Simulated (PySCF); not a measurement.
Diatomic anions of S with the third period

CCSD(T) with double-zeta basis sets in PySCF, for the lowest determinant that a PBE0 search found; no spin–orbit coupling. De refers to high-spin ground-configuration atoms (the charge goes to the atom of lower measured ionisation energy or higher electron affinity, which is not always the lowest computed limit).

| M | basis | reference, frozen orbitals | charged atom | state (unpaired electrons) | Re (Å) | ωe (cm⁻¹) | De (eV) |
| --- | --- | --- | --- | --- | --- | --- | --- |
| Na | def2-SVPD | RHF, 6 | S− | singlet (closed shell) | 2.500 | 308 | n/a |
| Mg | def2-SVPD | UHF, 6 | S− | doublet (σ ↑) | 2.279 | 451 | n/a |
| Al | def2-SVPD | RHF, 10 | S− | singlet (closed shell) | 2.125 | 559 | n/a |
| P | def2-SVPD | UHF, 10 | S− | triplet (π ↑↑) | 2.052 | 571 | n/a |
| S | def2-SVPD | UHF, 10 | S− | doublet (π ↑) | 2.058 | 531 | n/a |

The shortest bond is that of PS⁻ (2.052 Å), the longest that of NaS⁻ (2.500 Å).

The state changes along the series, so neighbouring rows are not always alike in their bonding.

Correlated steps freeze the inner cores (6 to 10 orbitals); shallow outer-core shells are correlated. The CCSD T1 diagnostic is raised in AlS⁻, NaS⁻, a sign that a single reference may not be enough there. States were picked by a PBE0 search and need not be the measured ground states.
